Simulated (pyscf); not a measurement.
## Routes from HO–PH–OH + silane (SiH₄)

Candidate steps break at most two bonds and form at most two. Each was searched with GFN2-xTB (tblite) first. Structures and frequencies: ωB97X-D3(BJ)/def2-SVP in PySCF. Energies: ωB97M-D3(BJ)/def2-TZVP, kcal/mol, from the separated reactants, singlet surface.

| products | type | ΔE‡ | ΔE | ΔG‡ 298 K | ΔG‡ 900 K | ν‡ (cm⁻¹) |
|---|---|---|---|---|---|---|
| HO–SiH₃ + HO–PH₂ | four-centre exchange | 33.3 | -10.4 | 44.3 | 65.6 | 284i |
| HO–PH–O–SiH₃ + H₂ | four-centre exchange | 36.2 | -18.0 | 44.2 | 63.9 | 1288i |

Row 1: On the product side the descent ends in a complex (not fully relaxed), 6.0 kcal/mol under the separated species and 48.8 kcal/mol under the saddle at ωB97X-D3(BJ)/def2-TZVP. 

Plain bond fissions and candidates not yet searched are not listed, and one of them may be faster. Each barrier is that of the saddle found; lower ones may exist.
